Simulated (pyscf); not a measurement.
Optimised with ωB97X-D3(BJ)/def2-SVP in PySCF.

Estimate the classical barrier height and the reaction energy of HO–Si(Cl)(Cl)–Cl (SMILES O[Si](Cl)(Cl)Cl) + H₂ (SMILES [H][H]) → HO–SiH(Cl)–Cl (SMILES O[SiH](Cl)Cl) + HCl (SMILES Cl) at r²SCAN/def2-TZVP. The step runs on the singlet surface, breaks Cl–Si, H–H and forms H–Si, Cl–H; take the separated reactants as zero.

ΔE‡ = 50.2 kcal/mol, ΔE = +18.8 kcal/mol. ωB97M-D3(BJ)/def2-TZVP gives 54.0 kcal/mol and +17.1 kcal/mol. Zero-point energy shifts the barrier by +3.4 kcal/mol. It is a four-centre exchange, with an imaginary mode of 863i cm⁻¹. This is the saddle that the search found; another between the same sides may lie lower.
